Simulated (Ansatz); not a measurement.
Relaxation of AlH5OS (8 atoms, charge 0, multiplicity 1), to a largest force component of 0.03 eV/Å in at most 50 steps.

Level of theory: RKS CAM-B3LYP-D4/6-31G* in Ansatz.

```xyz
8
Properties=species:S:1:pos:R:3:forces:R:3
Al 0.081 0.594 -0.281 -0.08 0.19 0.70
O -0.195 -0.263 2.541 0.00 0.81 -0.47
H -1.100 -0.568 2.704 0.00 0.00 0.00
H 1.520 0.080 -0.666 0.00 0.00 0.00
H -1.297 -0.009 -0.751 0.00 0.00 0.01
S -0.076 2.564 0.789 0.03 -0.28 -0.24
H 1.249 2.753 0.936 0.00 0.00 0.00
H -0.250 0.720 2.619 0.04 -0.71 0.01
```

Q: Where does it end, and by what steps?

A: It converged. After 9 steps the energy has fallen by 0.662 eV; H3 moved furthest, 0.51 Å. Joined: Al1–O2 (2.96 → 2.02 Å).

| step | energy less start (eV) | largest force component (eV/Å) | accepted |
| --- | --- | --- | --- |
| 0 | 0.0000 | 0.810 | yes |
| 1 | -0.1351 | 1.100 | yes |
| 2 | -0.4139 | 1.184 | yes |
| 3 | -0.5994 | 1.081 | yes |
| 4 | -0.6410 | 0.546 | yes |
| 5 | -0.6566 | 0.213 | yes |
| 6 | -0.6603 | 0.047 | yes |
| 7 | -0.6610 | 0.081 | yes |
| 8 | -0.6617 | 0.050 | yes |
| 9 | -0.6618 | 0.023 | yes |

```xyz
8
Properties=species:S:1:pos:R:3
Al 0.022 0.513 0.166
O -0.179 -0.160 2.059
H -1.012 -0.637 2.209
H 1.437 -0.016 -0.304
H -1.356 -0.042 -0.400
S -0.049 2.673 0.784
H 1.282 2.877 0.793
H -0.213 0.664 2.583
```

Whether the end is a true minimum wasn't checked by a vibrational analysis.

Time of the run: 11 s on 1 thread of AMD EPYC 9R45 96-Core Processor (Zen 5) (shared host), peak memory 0.16 GiB.
